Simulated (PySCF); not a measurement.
H2NCO+, CH2NO (charge +1).
Bonds: N1–C2, C2–O3 (triple). Hydrogens: H4, H5 on N1.

Level: PBE0/def2-SVPD in PySCF, non-relativistic, on one gas-phase PBE0-D3(BJ)/def2-SVP geometry that isn't relaxed in the solvent. The solvent is an IEF-PCM continuum (van der Waals radii × 1.2), and excitations are vertical TDDFT with non-equilibrium linear response and a frozen core. The model holds no explicit solvent molecules, cavitation or dispersion.

| run | E − E(gas) (kJ/mol) | HOMO (eV) | HOMO–LUMO gap (eV) | lowest singlet (eV) | static polarisability (au) |
| --- | --- | --- | --- | --- | --- |
| gas | 0.00 | -17.29 | 8.64 | 6.25 | 18.3 |
| P | -314.61 | -11.32 | 8.55 | 6.17 | 22.6 |
| Q | -274.36 | -12.06 | 8.57 | 6.18 | 21.8 |

**Question.** The runs were made in tetrahydrofuran and water. Which run belongs to which solvent?

**Answer.** P = water, Q = tetrahydrofuran. The dielectric constants are 7.426 (tetrahydrofuran), 78.36 (water), and the energy falls further as ε rises. The optical constants n² used for the excitations are 1.97, 1.78 in the same order. In this model the ground state sees the solvent through ε alone.

**Question.** How constant is the ratio of the lowering to 1 − 1/ε?

**Answer.** 
| solvent | 1 − 1/ε | E − E(gas) (kJ/mol) | ratio (kJ/mol) | polarisation term (kJ/mol) |
| --- | --- | --- | --- | --- |
| tetrahydrofuran | 0.865 | -274.36 | -317.1 | -278.51 |
| water | 0.987 | -314.61 | -318.7 | -320.78 |

The ratio changes by +0.5 % in size from tetrahydrofuran to water. The polarisation term is half the interaction of the solute with the induced surface charges.
